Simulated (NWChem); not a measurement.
## Correlation energy of P (-1)

```xyz
1

P      0.0000     0.0000     0.0000
```
Charge -1, spin multiplicity 3.

Everything below was run with NWChem.

Basis set: def2-SVPD. Each correlation energy counts from its own Hartree-Fock reference.

The correlated methods keep 5 core orbitals frozen. No SCF solution was tested for a lower state. Open-shell Hartree-Fock references start from PBE0 orbitals. Coupled-cluster values serve here as a point of comparison, not as the truth.

```
method           correlation energy (mHa)
---------------  ------------------------
CCSD(T) on ROHF                    -110.4
CCSDT on ROHF                      -110.9
CCSD[T] on UHF                     -106.1
CCSD on ROHF                          ___
CCSD on UHF                           ___
SCS-UMP2                            -82.5
CCSD(T) on UHF                     -106.0
UMP2                                -83.7
CCSD[T] on ROHF                    -110.4
```

Some entries are withheld; supply them.


- CCSD on ROHF, correlation energy (mHa): -107.7
- CCSD on UHF, correlation energy (mHa): -103.7
